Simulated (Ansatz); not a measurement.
Ansatz (a first-principles code) input (CCSD(T)/aug-cc-pV(D+d)Z):
A basis named .json is the Basis Set Exchange file of that set.

Ansatz 0.2 input:
```yaml
crystal:
  periodic: [false, false, false]
  atoms:
    - {symbol: Si, position_ang: [0.00223457, -0.00101284, 0.09492492]}
    - {symbol: H, position_ang: [0.00260731, 1.28256971, -0.65129472]}
    - {symbol: H, position_ang: [-0.03389125, -1.26838990, -0.67765412]}
basis:
  gaussian:
    orbitals: aug-cc-pV_D+d_Z.json
magnetization: {spin_polarized: true, initial_magnetization: 2}
correlation: {method: ccsd_t, electrons: outside_noble_gas}
output: {forces: true}
```

End of the output:

```
integrals: 0.03 GiB planned
514 factors; integrals over basis functions are off by at most 7.5e-4 eV
mean field: 0.09 GiB planned
mean field evaluation 1: about -7890.9552 eV, gradient 6.7e0 eV
mean field evaluation 2: about -7890.9551 eV, gradient 6.7e0 eV
mean field evaluation 4: about -7891.7085 eV, gradient 8.1e-1 eV
mean field evaluation 8: about -7891.7282 eV, gradient 7.3e-4 eV
mean field evaluation 16: about -7891.7279 eV, gradient 1.4e-1 eV
mean field -7891.72821404 eV, -290.0156626604 hartree, gradient 1.4e-6 eV, S^2 2.006012; 0 other end points of the search recorded, 0 dependent functions left out
5 core orbitals not correlated
reference -7891.72821404 eV, -290.0156626604 hartree; 4, 2 occupied and 41, 43 virtual orbitals, 514 factors
densities: 0.15 GiB planned
second order -2.06619563 eV of doubles, -0.00000000 eV of singles
coupled cluster: 0.12 GiB planned
cycle   1  -2.50814830 eV  change   -4.4e-1 eV  update   5.4e-2
cycle   2  -2.68529257 eV  change   -1.8e-1 eV  update   2.2e-2
cycle   3  -2.69438651 eV  change   -9.1e-3 eV  update   7.3e-3
cycle   4  -2.69559831 eV  change   -1.2e-3 eV  update   2.1e-3
cycle   5  -2.69543540 eV  change    1.6e-4 eV  update   7.2e-4
cycle   6  -2.69543739 eV  change   -2.0e-6 eV  update   2.3e-4
cycle   7  -2.69555524 eV  change   -1.2e-4 eV  update   6.2e-5
cycle   8  -2.69555451 eV  change    7.3e-7 eV  update   1.9e-5
cycle   9  -2.69554407 eV  change    1.0e-5 eV  update   6.3e-6
cycle  10  -2.69554692 eV  change   -2.8e-6 eV  update   2.3e-6
perturbative correction -0.06247415 eV, -0.0022958825 hartree
the calculation of the forces begins
Total energy: -7894.48623510 eV, -290.1170180649 hartree
Atom 0 at     0.002235    -0.001013     0.094925 Å, force     0.002393    -0.001084     0.101636 eV/Å
Atom 1 at     0.002607     1.282570    -0.651295 Å, force     0.000037     0.086731    -0.049927 eV/Å
Atom 2 at    -0.033891    -1.268390    -0.677654 Å, force    -0.002429    -0.085646    -0.051709 eV/Å
Dipole moment:     0.000310    -0.000141     0.013169 e Å
```

This is an excited triplet: at this geometry the singlet lies 0.46 eV lower at CCSD(T)/CBS(aug-cc-pV(T+d)Z,aug-cc-pV(Q+d)Z).
